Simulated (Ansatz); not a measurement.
Single points on AlH₂Cl.

```yaml
crystal:
  periodic: [false, false, false]
  atoms:
    - {symbol: Al, position_ang: [0.082290, 0.137224, -0.000852]}
    - {symbol: H, position_ang: [1.653654, 0.044756, 0.013948]}
    - {symbol: H, position_ang: [-0.739573, 1.479648, -0.021135]}
    - {symbol: Cl, position_ang: [-0.996371, -1.661638, 0.008049]}
basis:
  gaussian: {orbitals: 6-31G}
hamiltonian: {xc: {name: B3LYP}, dispersion: d4}
scf: {omitted_lower_state_checks: [starts]}
output: {orbitals: {seedname: orbitals}}
```

The file start.molden holds the orbitals of an earlier run on this structure, at another level or in another basis.

```sh
$ ansatz run in.yaml --threads 4 --pin off --events-out ev --progress --plain --max-ram 3916MiB
```

Output, abridged:

```
Functional definition: B3LYP
342 factors; integrals over basis functions are off by at most 1.5e-4 eV
mean field evaluation 1: about -19151.6859 eV, gradient 1.5e1 eV
mean field evaluation 2: about -19151.6235 eV, gradient 1.7e1 eV
mean field evaluation 4: about -19152.5140 eV, gradient 2.2e-1 eV
mean field evaluation 8: about -19152.5126 eV, gradient 1.1e-3 eV
mean field -19152.51257176 eV, -703.8418549728 hartree, gradient 3.0e-6 eV, S^2 0.000000; 0 other end points of the search recorded, 0 dependent functions left out
reference -19152.51279501 eV, -703.8418631774 hartree; 16, 16 occupied and 14, 14 virtual orbitals, 342 factors
Total energy: -19152.60053911 eV, -703.8450877136 hartree
Checks for a lower state left out: starts
```

It took 0.2 s on 4 threads of Arm Neoverse V2 on a shared host.

The first input with `gaussian: {orbitals: def2-TZVP, initial_orbitals: start.molden}`, `hamiltonian: {xc: {name: BLYP}, dispersion: d4}` (abridged; 0.77 s):

```
Functional definition: BLYP
mean field -19154.08097003 eV, -703.8994925460 hartree, gradient 2.3e-5 eV, S^2 0.000000
Total energy: -19154.19721760 eV, -703.9037645655 hartree
Checks for a lower state left out: starts
```

The first input with `gaussian: {orbitals: def2-TZVPP, initial_orbitals: start.molden}`, `correlation: {method: ccsd_t}` and without the key `hamiltonian` (abridged; 0.65 s):

```
Functional definition: HF
mean field -19120.42355615 eV, -702.6626054000 hartree, gradient 5.5e-6 eV, S^2 0.000000
10 core orbitals not correlated: weight in the atoms' cores, before any rotation towards them, 1.000 or more for the frozen orbitals, at most 0.000 for the correlated occupied ones
second order -7.37494610 eV of doubles, -0.00000000 eV of singles
cycle   1  -7.99469291 eV  change   -6.2e-1 eV  update   5.7e-2
cycle   2  -8.22949728 eV  change   -2.3e-1 eV  update   1.8e-2
cycle   3  -8.24801472 eV  change   -1.9e-2 eV  update   6.2e-3
cycle   4  -8.24462705 eV  change    3.4e-3 eV  update   2.0e-3
cycle   5  -8.24445065 eV  change    1.8e-4 eV  update   6.8e-4
cycle   6  -8.24445575 eV  change   -5.1e-6 eV  update   2.1e-4
cycle   7  -8.24444710 eV  change    8.6e-6 eV  update   6.2e-5
cycle   8  -8.24446461 eV  change   -1.8e-5 eV  update   2.1e-5
cycle   9  -8.24446361 eV  change    1.0e-6 eV  update   6.2e-6
perturbative correction -0.28585074 eV, -0.0105048208 hartree
Total energy: -19128.95387050 eV, -702.9760886702 hartree
Checks for a lower state left out: starts
```

As the first input, with `gaussian: {orbitals: def2-TZVP, initial_orbitals: start.molden}`, `hamiltonian: {xc: r2scan, dispersion: d4}`, `output: {forces: true, orbitals: {seedname: orbitals}}` (abridged; 0.8 s):

```
Functional definition: r2SCAN
mean field -19152.52129077 eV, -703.8421753905 hartree, gradient 1.5e-5 eV, S^2 0.000000
Total energy: -19152.53275921 eV, -703.8425968478 hartree
Atom 0 force     0.003803     0.006369     0.001073 eV/Å
Atom 1 force     0.000677    -0.000277    -0.000401 eV/Å
Atom 2 force    -0.000554     0.000461    -0.000419 eV/Å
Atom 3 force    -0.003925    -0.006553    -0.000252 eV/Å
Dipole moment:     0.125528     0.209335    -0.001248 e Å
Checks for a lower state left out: starts
```

Geometry: r2SCAN-D4/def2-TZVP.

B3LYP takes the VWN-RPA correlation. Correlated methods freeze 10 core orbitals.
